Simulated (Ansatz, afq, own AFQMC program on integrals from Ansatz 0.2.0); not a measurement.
**Where AFQMC and coupled cluster stand for CH$_{2}$Si, singlet**

```json
{"atom": "Si", "x (Å)": "0.0000", "y (Å)": "0.0000", "z (Å)": "0.4697"}
{"atom": "C", "x (Å)": "0.0000", "y (Å)": "0.0000", "z (Å)": "-1.3049"}
{"atom": "H", "x (Å)": "0.0000", "y (Å)": "1.2713", "z (Å)": "1.2312"}
{"atom": "H", "x (Å)": "0.0000", "y (Å)": "-1.2713", "z (Å)": "1.2312"}
```

Connectivity, by distances: SiH2–C.

Basis cc-pVDZ. Only valence electrons are correlated. Integrals, coupled cluster, full CI and functionals: Ansatz 0.2.0; the random walks run on the same integrals in our own AFQMC program. ph-AFQMC/CISD is guided by a CISD state made of CCSD amplitudes; releasing the constraint for a short imaginary time cuts its bias at the price of noise, slowly where states lie close. Error bars are statistical, one sigma.

Determinant: RHF, the one that the program's search chose, which needn't be the lowest solution. The geometry is a point of a scan.

No full CI on the walks' own integrals is used here; CCSDT(Q) serves as the reference and is uncertain by about the last step of the cluster series.

Cautions: higher spins were not checked; restricted determinant unstable towards unrestricted (UHF 551 meV lower, ⟨S²⟩ 1.12); strong correlation (T1 0.024, weight of the determinant 0.84, largest double 0.17).

* T1 diagnostic: 0.0238
* weight of the determinant in the CISD state: 0.841
* size of the correlated space: 10 electrons in 36 orbitals

```csv
level,correlation energy (eV)
MP2,-5.3569
CCSD,-6.5088
CCSD(T),-6.7842
```

Task: Estimate where phaseless AFQMC with a CISD trial lies against CCSD(T) on the same integrals.

Result: 1.4 ± 1.9 kJ/mol below CCSD(T). The gap is under twice the noise, so this walk alone can't tell the two apart.

Reference: CCSDT(Q), correlation energy -6.851 eV. The released energy is read at 2.40 1/Eh (meV from the phaseless value at times in 1/Eh: -12 ± 18 at 0.24, -31 ± 16 at 0.51, -31 ± 16 at 0.99, -41 ± 19 at 1.62, -72 ± 30 at 2.40).

| level | E − E(reference) (kJ/mol) | share of correlation (%) |
| --- | --- | --- |
| CCSD(T) | 6.4 | 99.03 |
| CCSDT | 2.4 | 99.64 |
| ph-AFQMC/CISD | 5.1 ± 1.9 | 99.24 |
| released AFQMC | -1.9 ± 2.9 | 100.29 |

A walk keeps the symmetry of its determinant, which the program's search chose and which needn't be the lowest solution, so a lower state of the same spin and another symmetry isn't excluded. Released energies are given only where the last usable release times agree within the noise; a slower fall can still hide under it.
